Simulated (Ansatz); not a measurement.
Input file:

```yaml
crystal:
  periodic: [false, false, false]
  atoms:
    - {symbol: Al, position_ang: [0.000000, -0.115297, 0.645226]}
    - {symbol: F, position_ang: [0.000000, 0.098231, -0.996846]}
    - {symbol: H, position_ang: [0.000000, 1.234843, 1.517246]}
basis:
  gaussian: {orbitals: cc-pVTZ}
magnetization: {spin_polarized: true, initial_magnetization: 3}
hamiltonian: {xc: {name: B2PLYP}}
correlation: {electrons: outside_noble_gas}
```

```sh
$ ansatz run in.yaml --threads 1 --pin off --events-out ev --progress --plain --max-ram 4096MiB --backend cpu
```

The program prints:

```
481 factors; integrals over basis functions are off by at most 9.6e-4 eV
mean field evaluation 1: about -9316.8234 eV, gradient 1.9e1 eV
mean field evaluation 2: about -9316.8877 eV, gradient 1.9e1 eV
mean field evaluation 4: about -9318.4410 eV, gradient 4.1e0 eV
mean field evaluation 8: about -9318.6628 eV, gradient 5.7e-1 eV
mean field evaluation 16: about -9318.6736 eV, gradient 3.1e-4 eV
mean field -9318.67355258 eV, -342.4549366333 hartree, gradient 6.6e-6 eV, S^2 3.751788; 0 other end points of the search recorded, 0 dependent functions left out
6 core orbitals not correlated: weight in the atoms' cores, before any rotation towards them, 1.000 or more for the frozen orbitals, at most 0.000 for the correlated occupied ones
reference -9318.67368439 eV, -342.4549414773 hartree; 7, 4 occupied and 65, 68 virtual orbitals, 481 factors
second order -9.48347762 eV of doubles, -0.00000000 eV of singles
Total energy: -9321.23422335 eV, -342.5490395485 hartree
```

Ran on 1 thread of AMD EPYC 7R13, shared host: 3 s wall, 0.15 GiB peak host memory.
